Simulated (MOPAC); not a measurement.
MOPAC input (PM3):

```
PM3 PRECISE GNORM=0.05 LET XYZ GEO-OK AUX(PRECISION=9) THREADS=1
F4Si

Si   -0.00000000 1    0.00000000 1   -0.00000000 1
F     0.90266225 1    0.93537042 1    0.87570553 1
F    -0.88062488 1   -0.89967856 1    0.93362490 1
F    -0.92886782 1    0.87391074 1   -0.91107724 1
F     0.90683044 1   -0.90960260 1   -0.89825319 1
```

Task: What heat of formation does the run end on?

Result: -390.58 kcal/mol.
